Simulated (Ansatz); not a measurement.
Geometry optimisation, RKS B3LYP-D4/def2-SVP in Ansatz 0.2.0.

The input (input.yaml):

```yaml
crystal:
  periodic: [false, false, false]
  atoms:
    - { symbol: B, position_ang: [0.231166, -0.006191, 0.337677] }
    - { symbol: H, position_ang: [0.040049, -0.25396, 1.482722] }
    - { symbol: C, position_ang: [1.739765, 0.032139, -0.096406] }
    - { symbol: H, position_ang: [2.150666, -0.990221, 0.028928] }
    - { symbol: H, position_ang: [1.959388, 0.369108, -1.121928] }
    - { symbol: H, position_ang: [2.306792, 0.653367, 0.620994] }
    - { symbol: F, position_ang: [-0.789426, 0.195658, -0.482087] }
basis:
  gaussian: { orbitals: def2-SVP }
hamiltonian:
  xc: b3lyp
  dispersion: d4
relax:
  f_tol: 0.03
  max_steps: 50
```

Run as:

```bash
$ ansatz run input.yaml --threads 1 --pin off --max-ram 2048MiB --backend cpu --events-out ev --progress --plain --runs-dir out
```

Problem. Where does it end, and by what steps?

Solution. The run converged. After 5 steps the energy has fallen by 0.053 eV; H2 moved furthest, 0.12 Å.

| step | energy less start (eV) | largest force component (eV/Å) | accepted |
| --- | --- | --- | --- |
| 0 | 0.0000 | 0.825 | yes |
| 1 | -0.0440 | 0.382 | yes |
| 2 | -0.0491 | 0.308 | yes |
| 3 | -0.0514 | 0.155 | yes |
| 4 | -0.0525 | 0.052 | yes |
| 5 | -0.0526 | 0.006 | yes |

```xyz
7
Properties=species:S:1:pos:R:3
B 0.262 -0.019 0.370
H -0.076 -0.289 1.502
C 1.752 0.025 -0.091
H 2.193 -0.982 0.029
H 1.890 0.350 -1.133
H 2.339 0.680 0.578
F -0.722 0.235 -0.486
```

Whether the end is a true minimum wasn't checked by a vibrational analysis.

The run took 4.3 s on 1 thread of AMD EPYC 9R45 96-Core Processor (Zen 5), with other jobs on the host, peak memory 0.14 GiB.
